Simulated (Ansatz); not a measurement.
Input file:

```yaml
crystal:
  periodic: [false, false, false]
  atoms:
    - {symbol: Cl, position_ang: [-1.449272, 0.026478, 0.000000]}
    - {symbol: H, position_ang: [-0.113272, 0.026478, 0.000000]}
    - {symbol: Si, position_ang: [1.669728, 0.026478, 0.000000]}
    - {symbol: H, position_ang: [2.281909, -0.847806, 1.090012]}
    - {symbol: H, position_ang: [2.281908, -0.847806, -1.090012]}
basis:
  gaussian: {orbitals: cc-pVDZ}
magnetization: {spin_polarized: true, initial_magnetization: 0}
correlation: {method: ccsdt_q, electrons: outside_noble_gas}
```

```sh
$ ansatz run in.yaml --threads 1 --pin off --events-out ev --progress --plain --max-ram 2393MiB
```

Log:

```
962 factors; integrals over basis functions are off by at most 2.3e-7 eV
mean field evaluation 1: about -20409.7200 eV, gradient 9.9e0 eV
mean field evaluation 2: about -20409.7219 eV, gradient 9.9e0 eV
mean field evaluation 4: about -20410.6228 eV, gradient 1.0e0 eV
mean field evaluation 8: about -20410.6485 eV, gradient 4.5e-3 eV
mean field evaluation 16: about -20410.8055 eV, gradient 2.4e-2 eV
mean field evaluation 32: about -20410.6485 eV, gradient 5.7e-4 eV
mean field evaluation 64: about -20410.7869 eV, gradient 5.1e-1 eV
mean field evaluation 96: about -20410.2119 eV, gradient 2.2e0 eV
mean field evaluation 128: about -20406.9111 eV, gradient 1.5e0 eV
mean field evaluation 160: about -20406.8799 eV, gradient 9.0e-3 eV
mean field -20410.80566716 eV, -750.0832733272 hartree, gradient 2.1e-6 eV, S^2 0.487101; 3 other end points of the search recorded, 0 dependent functions left out
determinant -20410.80566716 eV, -750.0832733272 hartree, with singles and doubles -20418.46273316 eV, -750.3646653126 hartree
determinant -20409.14856447 eV, -750.0223759265 hartree, with singles and doubles -20416.90088100 eV, -750.3072683045 hartree
determinant -20410.64851863 eV, -750.0774982253 hartree, with singles and doubles -20418.52909222 eV, -750.3671039630 hartree
10 core orbitals not correlated: weight in the atoms' cores, before any rotation towards them, 1.000 or more for the frozen orbitals, at most 0.000 for the correlated occupied ones
reference -20410.80566716 eV, -750.0832733272 hartree; 7, 7 occupied and 34, 34 virtual orbitals, 962 factors
second order -6.42213099 eV of doubles, -0.00000000 eV of singles
...
cycle  16  -7.93719393 eV  change   -2.2e-5 eV  update   3.0e-5
cycle  17  -7.93720526 eV  change   -1.1e-5 eV  update   1.6e-5
cycle  18  -7.93721175 eV  change   -6.5e-6 eV  update   1.1e-5
cycle  19  -7.93722861 eV  change   -1.7e-5 eV  update   8.0e-6
cycle  20  -7.93724617 eV  change   -1.8e-5 eV  update   6.0e-6
cycle  21  -7.93725279 eV  change   -6.6e-6 eV  update   3.7e-6
cycle  22  -7.93725987 eV  change   -7.1e-6 eV  update   2.6e-6
cycle  23  -7.93726227 eV  change   -2.4e-6 eV  update   1.6e-6
cycle  24  -7.93726395 eV  change   -1.7e-6 eV  update   8.3e-7
cycle  25  -7.93726472 eV  change   -7.7e-7 eV  update   4.8e-7
perturbative correction -0.01728664 eV, -0.0006352721 hartree
Total energy: -20418.76021852 eV, -750.3755976977 hartree
```

For the same geometry and basis RCCSDT(Q) lies 0.5 meV lower.

Ran on 1 thread of Arm Neoverse V2, shared host: 54 s wall, 0.62 GiB peak host memory.
